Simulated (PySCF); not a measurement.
**PH: energy against distance**

Set-up: basis P 6-31G(d,p), H 6-31G(d,p); no relativity; PySCF 2.14. Energies in eV from P + H in their ground configurations at the same level. State: ³Σ⁻ (triplet), unpaired electrons π ↑↑.

All columns are PBEsol. A positive dipole means P(−)H(+).

```csv
R (Å),E (eV),μ (D),Mulliken charge on P (basis-dependent),HOMO (eV),LUMO (eV),Mayer bond order,⟨S²⟩
1.232,-2.679,1.05,-0.02,-6.02,-3.83,0.94,2.00
1.290,-3.007,0.97,-0.01,-6.02,-3.83,0.95,2.00
1.347,-3.204,0.88,0.00,-6.02,-3.84,0.96,2.00
1.390,-3.285,0.82,0.00,-6.02,-3.84,0.96,2.00
1.433,-3.319,0.75,0.01,-6.03,-3.85,0.96,2.00
1.476,-3.315,0.68,0.01,-6.04,-3.85,0.97,2.00
1.533,-3.263,0.59,0.01,-6.05,-3.86,0.97,2.00
1.605,-3.143,0.47,0.02,-6.06,-3.88,0.97,2.01
1.691,-2.942,0.33,0.02,-6.09,-3.90,0.97,2.01
1.806,-2.618,0.16,0.02,-6.12,-3.93,0.97,2.01
```

A fit through these points gives, at Re = 1.449 Å, μ = 0.72 D and dμ/dR = -1.62 D/Å; the reduced mass is 0.9761 u.

Task: How strong is the fundamental in the double-harmonic approximation, I = 42.26·(dμ/dR)²/μred km/mol?

Result: I = 42.26·(-1.62)²/0.9761 = 114 km/mol at PBEsol.

The state is the lowest determinant that a PBE0 search found; another state may lie lower at other levels.
